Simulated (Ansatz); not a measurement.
Name a neutral molecule of C, Cl, O, S and H with LUMO energy (PBE0/def2-TZVPP) between -1.40 and -1.10 eV and size of the dipole moment (ωB97M-V/def2-TZVPP) between 1.95 and 2.25 D (Ansatz, PBE0-D4/def2-TZVP geometry).

`CSC(=O)CCl` (-1.28 eV, 2.21 D). Other molecules can fit too; these were computed, each in one conformer that needn't be the lowest.
